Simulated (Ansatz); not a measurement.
A ladder of methods for SiH4 (silane)

SiH4 has 5 atoms, charge 0, and is taken as a singlet. SMILES: `[SiH4]`. The shape is that of a PBE0-D4/def2-TZVP optimisation.

```xyz
5

Si    0.0000    0.0000   -0.0001
H     0.9676   -0.6884    0.8909
H    -1.3310    0.0449    0.6560
H    -0.1051   -0.7403   -1.2826
H     0.4685    1.3838   -0.2642
```

Quantity: the energy change with the Si1–H2 bond stretched from 1.485 to 2.969 Å, in eV. The values are calculated.

```tsv
level	kind	program	value (eV)	less FCI/6-31G
SVWN5/6-31G (restricted)	LDA	Ansatz	3.57	+0.62
BLYP/6-31G (restricted)	GGA	Ansatz	3.45	+0.50
revPBE/6-31G (restricted)	GGA	Ansatz	3.50	+0.55
r2SCAN/6-31G (restricted)	meta-GGA	Ansatz	3.77	+0.82
PBE0/6-31G (restricted)	global hybrid	Ansatz	3.88	+0.93
CCSD(T)/6-31G (restricted)	coupled cluster or CI	Ansatz	2.96	+0.01
CCSD/6-31G (restricted)	coupled cluster or CI	Ansatz	3.04	+0.09
FCI/3-21G	exact in the basis	Ansatz	2.99	+0.04
FCI/6-31G	exact in the basis	Ansatz	2.95	0.00
```

FCI/6-31G is exact within its basis and frozen core, so for wave-function methods in that basis the difference is their error; functionals converge differently with the basis, so for them it is only a difference. The first shape isn't each level's own minimum. The values span 2.95 to 3.88 eV. All rows use very small basis sets, so none should be taken for the real molecule's value.
